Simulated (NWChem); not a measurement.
**C3H4O (methylketene): levels of theory compared**

Aim: a comparison of 6 runs (HF/STO-3G, SVWN5/cc-pVDZ, B3LYP/6-31G*, B3LYP/cc-pVDZ, M06-2X/cc-pVDZ) of C3H4O (methylketene). 

Program for the calculation: NWChem 7.3.0.

1 further run of the same task is left out (set aside as unsound or not needed). Runs told in other sessions of the task aren't counted.

## (1) The system as given

C3H4O: 8 atoms, total charge 0, spin state singlet. SMILES: `CC=C=O`. The shape is that of a PBE0-D4/def2-TZVP optimisation.

Bond lengths: C1–C2 1.502 Å, C2–C3 1.308 Å, C3–O4 1.160 Å, C1–H5 1.093 Å, C1–H6 1.093 Å, C1–H7 1.090 Å, C2–H8 1.084 Å. Angles: C1–C2–C3 123.5°, C2–C3–O4 179.9°, C1–C2–H8 121.0°, C3–C2–H8 115.6°, C2–C1–H5 111.1°, C2–C1–H6 111.1°, C2–C1–H7 111.3°, H5–C1–H6 107.9°, H5–C1–H7 107.7°, H6–C1–H7 107.7°.

## (2) Energy and gradient at HF/STO-3G (run 1)

c3h4o.nw

```
START c3h4o
TITLE "C3H4O hf"
memory 2200 mb
charge 0

GEOMETRY units bohr noautosym nocenter noautoz
  C   -0.99637700   1.50626290  -0.34706710
  C   -0.16434948  -1.06521972   0.51922115
  C    2.12146324  -1.94220382   0.18400263
  O    4.15085902  -2.71629233  -0.11540557
  H   -2.55439949   1.36793495  -1.69650163
  H   -1.63744769   2.65523528   1.24551849
  H    0.54303170   2.51887264  -1.26983926
  H   -1.46278030  -2.32464659   1.48003350
END

BASIS spherical bse
  * library STO-3G
END

SCF
  thresh 1e-08
  maxiter 80
END

TASK scf gradient
```

Run with:

```console
$ nwchem c3h4o.nw > c3h4o.out
```

Output:

```text
[...]
  functions       =    24
[...]
  wavefunction    = RHF
[...]
         Total SCF energy =   -188.306694469545
      One-electron energy =   -459.898828416628
      Two-electron energy =    168.934859191483
 Nuclear repulsion energy =    102.657274755600
        Time for solution =      0.7s
[...]
                         RHF ENERGY GRADIENTS
    atom               coordinates                        gradient
                 x          y          z           x          y          z
   1 C      -0.996377   1.506263  -0.347067    0.005506  -0.014275   0.004508
   2 C      -0.164349  -1.065220   0.519221   -0.011334   0.022180  -0.006155
   3 C       2.121463  -1.942204   0.184003    0.062690  -0.027029  -0.007883
   4 O       4.150859  -2.716292  -0.115406   -0.056751   0.022260   0.008099
   5 H      -2.554399   1.367935  -1.696502   -0.002141  -0.001028  -0.002842
   6 H      -1.637448   2.655235   1.245518   -0.000228   0.001667   0.003306
   7 H       0.543032   2.518873  -1.269839    0.002376   0.002208  -0.001695
   8 H      -1.462780  -2.324647   1.480034   -0.000117  -0.005983   0.002662
[...]
```

It took 1.4 s on 1 thread of Intel Xeon 6975P-C (Granite Rapids), shared host; peak memory 0.1 GiB.

## (3) Energy and forces at SVWN5/cc-pVDZ (run 2)

run.py

```python
from ase import Atoms
from ase.calculators.nwchem import NWChem

system = Atoms(['C', 'C', 'C', 'O', 'H', 'H', 'H', 'H'], positions=[
    [-0.527260, 0.797080, -0.183660],
    [-0.086970, -0.563690, 0.274760],
    [1.122630, -1.027770, 0.097370],
    [2.196540, -1.437400, -0.061070],
    [-1.351730, 0.723880, -0.897750],
    [-0.866500, 1.405090, 0.659100],
    [0.287360, 1.332930, -0.671970],
    [-0.774070, -1.230150, 0.783200],
])

calc = NWChem(
    label='m1',
    theory='dft',
    memory='2200 mb',
    basis='cc-pVDZ',
    basispar='spherical bse',
    dft={'xc': 'slater vwn_5', 'mult': '1', 'grid': 'xfine', 'convergence': 'energy 1e-08', 'iterations': '100', 'mulliken': None, 'print': 'low'},
)
system.calc = calc

forces = system.get_forces()
print("Total energy (eV):", round(system.get_potential_energy(), 6))
print("forces (eV/A):")
for s, f in zip(system.symbols, forces):
    print(f"{s:2s} {f[0]:10.5f} {f[1]:10.5f} {f[2]:10.5f}")
```

Run with:

```console
$ export ASE_NWCHEM_COMMAND="nwchem PREFIX.nwi > PREFIX.nwo"
$ python run.py
```

Output:

```text
Total energy (eV): -5178.111055
forces (eV/A):
C     0.22482   -0.73379    0.25135
C    -0.24297    0.75313   -0.25377
C    -0.73050    0.28215    0.10650
O     1.44578   -0.55366   -0.21227
H    -0.48625   -0.02129   -0.41960
H    -0.20497    0.37286    0.48121
H     0.46264    0.31763   -0.28339
H    -0.46856   -0.41703    0.33003
```

The calculator wrote m1.nwi:

```
title "m1"

permanent_dir m1

scratch_dir m1

start m1

geometry units angstrom nocenter noautosym noautoz
  C  -5.2725999999999995e-01 7.9708000000000001e-01 -1.8365999999999999e-01
  C  -8.6970000000000006e-02 -5.6369000000000002e-01 2.7476000000000000e-01
  C  1.1226300000000000e+00 -1.0277700000000001e+00 9.7369999999999998e-02
  O  2.1965400000000002e+00 -1.4374000000000000e+00 -6.1069999999999999e-02
  H  -1.3517300000000001e+00 7.2387999999999997e-01 -8.9775000000000005e-01
  H  -8.6650000000000005e-01 1.4050900000000000e+00 6.5910000000000002e-01
  H  2.8736000000000000e-01 1.3329299999999999e+00 -6.7196999999999996e-01
  H  -7.7407000000000004e-01 -1.2301500000000001e+00 7.8320000000000001e-01
end

memory 2200 mb

basis spherical bse noprint
   * library cc-pVDZ
end

dft
  xc slater vwn_5
  mult 1
  grid xfine
  convergence energy 1e-08
  iterations 100
  mulliken
  print low
end

task dft gradient
```

m1.nwo:

```text
Northwest Computational Chemistry Package (NWChem) 7.3.0
             --------------------------------------------------------

           Job information
           ---------------

    nwchem branch   = 7.3.0
    use scalapack   = T
    input           = m1.nwi
    prefix          = m1.
    data base       = m1/m1.db
    status          = startup
    nproc           =        1

           Memory information
           ------------------

[... 5 lines left out ...]
    hardfail = no
[... 38 lines left out ...]
            Nuclear Dipole moment (a.u.)
[... 91 lines left out ...]
         Total DFT energy =     -190.292072988659
[... 1 line left out ...]
           Coulomb energy =      193.837307974408
[... 1 line left out ...]
 Nuclear repulsion energy =      102.657282098716
[... 29 lines left out ...]
                         DFT ENERGY GRADIENTS

    atom               coordinates                        gradient
                 x          y          z           x          y          z
   1 C      -0.996377   1.506263  -0.347067   -0.004372   0.014270  -0.004888
   2 C      -0.164349  -1.065220   0.519221    0.004725  -0.014646   0.004935
   3 C       2.121463  -1.942204   0.184003    0.014206  -0.005487  -0.002071
[... 4 lines of this table left out ...]
   8 H      -1.462780  -2.324646   1.480033    0.009112   0.008110  -0.006418

 Task  times  cpu:       14.4s     wall:       14.4s
 Total times  cpu:       14.5s     wall:       14.5s
```

Run time: 16 s. Hardware: 1 thread of Intel Xeon 6975P-C (Granite Rapids), shared host; peak memory 0.14 GiB.

## (4) Energy and forces at B3LYP/6-31G(d) (spherical functions) (run 3)

geom.xyz

```xyz
8
C3H4O
C     -0.527260     0.797080    -0.183660
C     -0.086970    -0.563690     0.274760
C      1.122630    -1.027770     0.097370
O      2.196540    -1.437400    -0.061070
H     -1.351730     0.723880    -0.897750
H     -0.866500     1.405090     0.659100
H      0.287360     1.332930    -0.671970
H     -0.774070    -1.230150     0.783200
```

run.py

```python
from ase.io import read
from ase.calculators.nwchem import NWChem

mol = read('geom.xyz')

calc = NWChem(
    label='geom',
    theory='dft',
    memory='2200 mb',
    basis='6-31G*',
    basispar='spherical bse',
    dft={'xc': 'b3lyp', 'mult': '1', 'grid': 'xfine', 'convergence': 'energy 1e-08', 'iterations': '100', 'mulliken': None},
)
mol.calc = calc

forces = mol.get_forces()
e = mol.get_potential_energy()
print(f"E = {e:.6f} eV")
print("forces (eV/A):")
for s, f in zip(mol.symbols, forces):
    print(f"{s:2s} {f[0]:10.5f} {f[1]:10.5f} {f[2]:10.5f}")
print("dipole (e A):", mol.get_dipole_moment().round(4))
```

Run with:

```console
$ export ASE_NWCHEM_COMMAND="nwchem PREFIX.nwi > PREFIX.nwo"
$ python run.py
```

Output:

```text
E = -5222.106875 eV
forces (eV/A):
C    -0.06788    0.13622   -0.03810
C    -0.32848   -0.09457    0.14496
C    -0.88420    0.34345    0.12794
O     1.48060   -0.56971   -0.21618
H    -0.11153    0.02149   -0.08803
H    -0.05620    0.09837    0.08788
H     0.07945    0.08387   -0.06176
H    -0.11174   -0.01913    0.04325
dipole (e A): [-0.3241  0.1526  0.0351]
```

The calculator wrote geom.nwi:

```
title "geom"

permanent_dir geom

scratch_dir geom

start geom

geometry units angstrom nocenter noautosym noautoz
  C  -5.2725999999999995e-01 7.9708000000000001e-01 -1.8365999999999999e-01
  C  -8.6970000000000006e-02 -5.6369000000000002e-01 2.7476000000000000e-01
  C  1.1226300000000000e+00 -1.0277700000000001e+00 9.7369999999999998e-02
  O  2.1965400000000002e+00 -1.4374000000000000e+00 -6.1069999999999999e-02
  H  -1.3517300000000001e+00 7.2387999999999997e-01 -8.9775000000000005e-01
  H  -8.6650000000000005e-01 1.4050900000000000e+00 6.5910000000000002e-01
  H  2.8736000000000000e-01 1.3329299999999999e+00 -6.7196999999999996e-01
  H  -7.7407000000000004e-01 -1.2301500000000001e+00 7.8320000000000001e-01
end

memory 2200 mb

basis spherical bse noprint
   * library 6-31G*
end

dft
  xc b3lyp
  mult 1
  grid xfine
  convergence energy 1e-08
  iterations 100
  mulliken
end

task dft gradient
```

geom.nwo:

```text
Northwest Computational Chemistry Package (NWChem) 7.3.0
             --------------------------------------------------------

           Job information
           ---------------

    nwchem branch   = 7.3.0
    use scalapack   = T
    input           = geom.nwi
    prefix          = geom.
    data base       = geom/geom.db
    status          = startup
    nproc           =        1

           Memory information
           ------------------

[... 5 lines left out ...]
    hardfail = no
[... 104 lines left out ...]
  convergence criterion.
[... 42 lines left out ...]
          Spatial weights used:  Erf1
[... 32 lines left out ...]
 1-e energy   =    -459.478108
[... 44 lines left out ...]
           Coulomb energy =      193.989222135005
[... 520 lines left out ...]
          Convergence on density requested:  1.00D-05
[... 28 lines left out ...]
          total energy or number of iterations.
[... 36 lines left out ...]
                 ----------------------------------------
                 |  Time  |  1-e(secs)   |  2-e(secs)   |
                 ----------------------------------------
                 |  CPU   |       0.00   |       0.63   |
                 ----------------------------------------
                 |  WALL  |       0.00   |       0.63   |
                 ----------------------------------------

 Task  times  cpu:       18.2s     wall:       18.2s
 Total times  cpu:       18.3s     wall:       18.3s
```

Wall time 19 s (1 thread of Intel Xeon 6975P-C (Granite Rapids), shared host); peak memory 0.14 GiB.

Runs 4 to 5 aren't shown in full; the table further down has their settings and results.

## (5) Energy and forces at M06-2X/cc-pVDZ (run 6)

a.xyz

```xyz
8
C3H4O M06-2X
C     -0.527260     0.797080    -0.183660
C     -0.086970    -0.563690     0.274760
C      1.122630    -1.027770     0.097370
O      2.196540    -1.437400    -0.061070
H     -1.351730     0.723880    -0.897750
H     -0.866500     1.405090     0.659100
H      0.287360     1.332930    -0.671970
H     -0.774070    -1.230150     0.783200
```

a.nw

```
start a
title "C3H4O M06-2X"
memory 2200 mb

geometry units angstroms noautosym nocenter noautoz
  load a.xyz
end

basis "ao basis" spherical bse
  C library cc-pVDZ
  O library cc-pVDZ
  H library cc-pVDZ
end

dft
  xc m06-2x
  grid xfine
  convergence energy 1e-08
  iterations 100
  mulliken
end

task dft gradient
```

Run with:

```console
$ nwchem a.nw > a.out
```

Output:

```text
[...]
          Wavefunction type:  closed shell.
          No. of atoms     :     8
          No. of electrons :    30
[...]
          Charge           :     0
          Spin multiplicity:     1
[...]
          AO basis - number of functions:    76
[...]
              XC Information
              --------------
                       M06-2X Method XC Functional
                     Hartree-Fock (Exact) Exchange  0.540
                        M06-2X Exchange Functional  1.000
                      M06-2X Correlation Potential  1.000
[...]
 d= 0,ls=0.0,diis     1   -191.7719152715 -2.94D+02  1.17D-02  5.55D-01     3.1
[...]
 d= 0,ls=0.0,diis    11   -191.8433449183 -5.68D-09  5.34D-07  2.54D-09    32.0
         Total DFT energy =     -191.843344918279
      One electron energy =     -461.997884935170
           Coulomb energy =      193.736176794944
    Exchange-Corr. energy =      -26.238918876769
 Nuclear repulsion energy =      102.657282098716
[...]
  wavefunction    = closed shell
                         DFT ENERGY GRADIENTS
    atom               coordinates                        gradient
                 x          y          z           x          y          z
   1 C      -0.996377   1.506263  -0.347067    0.000040   0.000041  -0.000032
   2 C      -0.164349  -1.065220   0.519221    0.008170  -0.003397  -0.001081
   3 C       2.121463  -1.942204   0.184003   -0.003042   0.001016   0.000507
   4 O       4.150859  -2.716292  -0.115406   -0.008993   0.003437   0.001322
   5 H      -2.554399   1.367935  -1.696502    0.003420   0.000459   0.002930
   6 H      -1.637448   2.655235   1.245518    0.001381  -0.002391  -0.003583
   7 H       0.543032   2.518872  -1.269839   -0.003779  -0.002222   0.002155
   8 H      -1.462780  -2.324646   1.480033    0.002803   0.003059  -0.002218
[...]
```

Run time: 39 s. Hardware: 1 thread of Intel Xeon 6975P-C (Granite Rapids), shared host; peak memory 0.14 GiB.

## (6) The series

```csv
run,level,iteration cap,module,energy (Eh),dipole moment (D),HOMO energy (eV),LUMO energy (eV),wall time
1,HF/STO-3G,80,scf,-188.306694,0.87,-6.94,7.44,1.4 s
2,SVWN5/cc-pVDZ,100,dft,-190.292073,–,–,–,16 s
3,B3LYP/6-31G* (spherical functions),100,dft,-191.908890,1.73,-6.04,-0.70,19 s
4,B3LYP/6-31G* (Cartesian functions),100,dft,-191.912442,1.74,-6.05,-0.70,20 s
5,B3LYP/cc-pVDZ,100,dft,-191.925394,1.59,-6.13,-0.80,28 s
6,M06-2X/cc-pVDZ,100,dft,-191.843345,1.67,-7.58,0.54,39 s
```

## (7) Summary of results

| quantity | value |
| --- | --- |
| run 6: total energy | -191.84334 Eh |
| run 6: dipole moment | 1.67 D |
| run 6: HOMO energy | -7.58 eV |
| run 6: LUMO energy | 0.54 eV |
| run 6: HOMO–LUMO gap | 8.12 eV |
| run 6: largest force on an atom | 0.500 eV/Å |

Over runs 1, 3, 4, 5, 6 the dipole moment (its size) runs from 0.87 D (HF/STO-3G) to 1.74 D (B3LYP/6-31G*). The two ends differ in method and basis. Over runs 1, 3, 4, 5, 6 the HOMO–LUMO gap runs from 5.33 eV (B3LYP/cc-pVDZ) to 14.37 eV (HF/STO-3G). Totals of different functionals can't be ranked against each other. In run 1 the basis is minimal, so the values are rough. All runs together took 2.1 min, the longest 39 s.
